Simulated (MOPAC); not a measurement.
MOPAC input (PM6):

```
PM6 1SCF GEO-OK AUX(PRECISION=9) THREADS=1
H3N

N     0.00224146 1   -0.00382052 1    0.11155442 1
H    -0.00202883 1    0.95117179 1   -0.22808750 1
H     0.80949996 1   -0.46442426 1   -0.29287493 1
H    -0.82316134 1   -0.46000387 1   -0.25991854 1
```

**Question.** What heat of formation does the run end on, and which ionisation energy by Koopmans theorem?

**Answer.** -3.08 kcal/mol; 10.13 eV.
